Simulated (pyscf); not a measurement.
Optimised with ωB97X-D3(BJ)/def2-SVP in PySCF. MP2 and CC: frozen core, UHF for open shells. ΔMP2 is the change of the MP2 total energy from the triple- to the quadruple-zeta basis.

**Question.** What are the homolytic bond dissociation enthalpies (298 K) of hydrogen peroxide (HO–OH) at CCSD(T)/def2-TZVPP + ΔMP2(QZVPP), weakest first?

**Answer.** O–O to OH• + OH•: 2.10 eV; H–O to •O–OH + H•: 3.78 eV. Ring and multiple bonds, and those that leave no two simple radicals, are not listed. The CCSD(T) − MP2 part came from Ansatz, without density fitting, on the same reference. Left out: the spin-orbit lowering of OH.
